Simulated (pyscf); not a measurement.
trichlorosilane (Cl–SiH(Cl)–Cl) + H atom (H•) → Cl–Si•(Cl)–Cl + hydrogen (H₂) (hydrogen abstraction; doublet surface; H–Si broken, H–H formed). PySCF, gas phase, ωB97X-D3(BJ)/def2-SVP geometries. Rate constants from transition-state theory, ωB97M-D3(BJ)/def2-TZVP energies (ideal gas, 1 atm, RRHO with modes under 100 cm⁻¹ raised to 100, one conformer, R ln 2 for chiral ones without a mode under 150 cm⁻¹; no tunnelling), k in cm³ molecule⁻¹ s⁻¹.

```
T (K)  1000/T  log10 k
-----  ------  -------
298     3.354   -13.62
600     1.667        ?
900     1.111   -11.07
1200    0.833   -10.64
```

Fit an Arrhenius line to the three values, give the activation energy, and predict k at 600 K.

Least squares gives log10 k = -9.72 − 1.16 × 1000/T, so Ea = 1.16 × ln 10 × 1.987 = 5.3 kcal/mol, against an electronic barrier of 4.9. At 600 K the line gives -11.65; the computed value is -11.80 (ΔG‡ = 15.9 kcal/mol), a factor 1.4 under the line, since the plot is curved. This is the saddle that the search found; another between the same sides may lie lower. The angle at the transferred H is 180°.
